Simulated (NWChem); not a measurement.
# Ionisation of O (-1)

```xyz
1

O      0.0000     0.0000     0.0000
```
Charge -1, spin multiplicity 2.

All runs are NWChem calculations.

Basis set: def2-TZVPD. −ε marks an orbital energy of the parent.

B3LYP has NWChem's definition, with VWN1-RPA local correlation. The stability of the SCF solutions was not checked.

Q: For the first vertical ionisation energy, −ε(beta HOMO) of PBE gives -2.46 eV and −ε(beta HOMO) of B3LYP gives -1.31 eV. What do −ε(beta HOMO) of LDA (SVWN5), G0W0@PBE, G0W0@PBE0 give?

A: −ε(beta HOMO) of LDA (SVWN5): -2.37 eV; G0W0@PBE: -0.15 eV; G0W0@PBE0: 0.48 eV.
